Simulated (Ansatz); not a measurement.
Results of PBEsol-D3(BJ) in Ansatz (PAW) for fcc Pd.

Input:

Ansatz 0.2 input:
```yaml
crystal:
  lattice:
    - [0.0, 1.8770324335, 1.8770324335]
    - [1.8770324335, 0.0, 1.8770324335]
    - [1.8770324335, 1.8770324335, 0.0]
  atoms:
    - { symbol: Pd, position: [0.0, 0.0, 0.0] }
basis:
  ecutwfc: 520
  ecutrho_ratio: 4
  xc_grid: 2
kpoints:
  mp_grid: { grid: [24, 24, 24] }
hamiltonian:
  xc: pbesol
  dispersion: d3bj
  pseudopotentials: { kind: paw }
scf:
  occupations: { method: fermi_dirac, width: 0.05 }
  convergence: { dr2_threshold: 0.0000000001 }
output:
  forces: false
  stress: true
  eigenvalues: true
```

**Question.** How many irreducible k-points, plane waves at Γ does the program set up, and what pressure does the run end with?

**Answer.** 413 irreducible k-points, 339 plane waves at Γ; P = 16.76 GPa, so the cell is compressed on average and its volume would grow at this level.

The run printed, among other lines:

```
Crystal: 1 atoms, lattice volume = 13.227 Å³
Basis set: ecut = 520 eV, 339 PW (Γ), exchange–correlation on 40×40×40 points (8 copies of the dense FFT grid, shifted against one another)
Bands: 13, of which v1, the nominal top of the filled ones, is band 9 counted from 1 (8 counted from 0)
Symmetry: 48 space group operations
Space group: Fm-3m (ITA 225), of the structure as read, at distance tolerance 2.4e-5 Å
k-points: 413 of 13824
Functional: x = pbesol(κ = 0.804, μ = 0.12345679012345678), c = pbesol(β = 0.046)
SCF iter   1: F=—  HF=-6907.260204 eV  |F-HF|=—  |Δ(HF+E_count)|=         —  Δρ=8.79e-3  dr2=8.09e-3
SCF iter   2: F=—  HF=-6907.258493 eV  |F-HF|=—  |Δ(HF+E_count)|=   1.71e-3  Δρ=3.72e-3  dr2=1.44e-3
  ...
SCF iter   5: F=—  HF=-6907.258080 eV  |F-HF|=—  |Δ(HF+E_count)|=   1.12e-6  Δρ=2.68e-5  dr2=2.61e-8
SCF iter   6: F=-6907.258080 eV  HF=-6907.258080 eV  |F-HF|=1.82e-12  |Δ(HF+E_count)|=  3.40e-10  Δρ=7.60e-7  dr2=1.75e-11
SCF 1 converged in 6 iterations: F = -6907.258080 eV  dr2 = 1.75e-11
SCF converged after 6 iterations
Free energy (F): -6907.258080 eV
Internal energy: -6907.242170 eV  (E = F + TS)
E sigma→0 (E₀):  -6907.250125 eV
Fermi energy:    22.763189 eV
--- Stress (GPa, compression-positive) ---
       16.759188       0.000000       0.000000
        0.000000      16.759188      -0.000000
        0.000000       0.000000      16.759188
  P = ⅓ Tr σ = 16.7592 GPa (167.592 kbar)
```

The cell is one volume of an energy–volume scan, off the minimum.

The PAW data were made under PBE.

Computing time: very roughly 4 core-seconds.

Ansatz is a quantum-chemistry and plane-wave program.
